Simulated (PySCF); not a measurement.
This PySCF input (M06-2X/def2-TZVP) gives -93.42432 Eh with 68 basis functions.

```python
import numpy as np, basis_set_exchange as bse
from pyscf import gto, scf, dft, df

basis = {'C': gto.basis.parse(bse.get_basis('def2-TZVP', elements=['C'], fmt='nwchem')), 'H': gto.basis.parse(bse.get_basis('def2-TZVP', elements=['H'], fmt='nwchem')), 'N': gto.basis.parse(bse.get_basis('def2-TZVP', elements=['N'], fmt='nwchem'))}
mol = gto.M(
    atom='''
    C    -0.00000000   -0.00000000   -0.49689011
    N     0.00000000    0.00000000    0.64927938
    H    -0.00000000   -0.00000000   -1.56361504
    ''',
    basis=basis,
    charge=0,
    verbose=4,
    max_memory=2160,
)
mf = dft.RKS(mol, xc='m062x')
mf.grids.level = 4
mf = mf.density_fit(auxbasis=df.autoaux(mol))
mf.conv_tol = 1e-9
mf.max_cycle = 100
print('smallest overlap eigenvalue', np.linalg.eigvalsh(mol.intor('int1e_ovlp'))[0])
mf.kernel()
dip = mf.dip_moment()
```

Change:
```diff
- basis = {'C': gto.basis.parse(bse.get_basis('def2-TZVP', elements=['C'], fmt='nwchem')), 'H': gto.basis.parse(bse.get_basis('def2-TZVP', elements=['H'], fmt='nwchem')), 'N': gto.basis.parse(bse.get_basis('def2-TZVP', elements=['N'], fmt='nwchem'))}
+ basis = {'C': gto.basis.parse(bse.get_basis('def2-QZVP', elements=['C'], fmt='nwchem')), 'H': gto.basis.parse(bse.get_basis('def2-QZVP', elements=['H'], fmt='nwchem')), 'N': gto.basis.parse(bse.get_basis('def2-QZVP', elements=['N'], fmt='nwchem'))}
```

### Question
What does the run give now?

### Answer
-93.43187 Eh (M06-2X/def2-QZVP, 144 functions), a change of -7.55 mEh.
